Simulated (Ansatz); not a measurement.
**What a trial cell of GeOs2 relaxes into**

All numbers below come from DFT PBE, scalar-relativistic, plane waves, PAW (Ansatz 0.2.0). Cutoff 420 eV, Γ-centred k mesh, Gaussian smearing, no spin polarisation in the final step.

The start puts GeOs2 on the fluorite structure type (Fm-3m, No. 225), with Ge in place of Ca, Os in place of F, at a guessed volume.

```yaml
crystal:
  lattice:
    - [0.00000, 2.78993, 2.78993]
    - [2.78993, 0.00000, 2.78993]
    - [2.78993, 2.78993, 0.00000]
  atoms:
    - { symbol: Ge, position: [0.00000, 0.00000, 0.00000] }
    - { symbol: Os, position: [0.25000, 0.25000, 0.25000] }
    - { symbol: Os, position: [0.75000, 0.75000, 0.75000] }
```

Cell and atoms relax at zero pressure; the relaxation can't lower the symmetry of the start. After a coarse first stage the cell is made exact in the group found at 0.06 Å.

Energies over the elements count from the elements' standard structures at the same level, with no empirical corrections.

(1) Describe the relaxed structure.

(2) What are its volume, energy, density and gap?

Answers

(1) It keeps Fm-3m (No. 225). The result has the fluorite structure. Conventional cell: a = 5.792 Å. Around Ge lie 8 Os at 2.51 Å; Os has 4 Ge at 2.51 Å and 6 Os at 2.90 Å.

Space group Fm-3m (No. 225). a = 5.792 Å, b = 5.792 Å, c = 5.792 Å, α = 90.00°, β = 90.00°, γ = 90.00°
```tsv
atom	site	symmetry	x	y	z
Ge	4a	m-3m	0.0000	0.0000	0.0000
Os	8c	-43m	0.2500	0.7500	0.7500
```

(2) The volume per atom is 16.19 Å³. The density is 15.49 g/cm³ and the energy over the elements is 0.75 eV/atom. The gap on the 14×14×14 mesh is 0 eV (a metal).

The final run used a 14×14×14 mesh on its 3-atom cell and 0.10 eV smearing. The k mesh leaves about 4 meV/atom of noise in metals. Spin–orbit coupling is left out. Symmetry constrained the relaxation, so the result can be a saddle point.

Cost: 3 runs of about 0.49 core-minutes in all, on Intel Xeon Platinum 8259CL (Skylake/Cascade Lake) (shared hosts).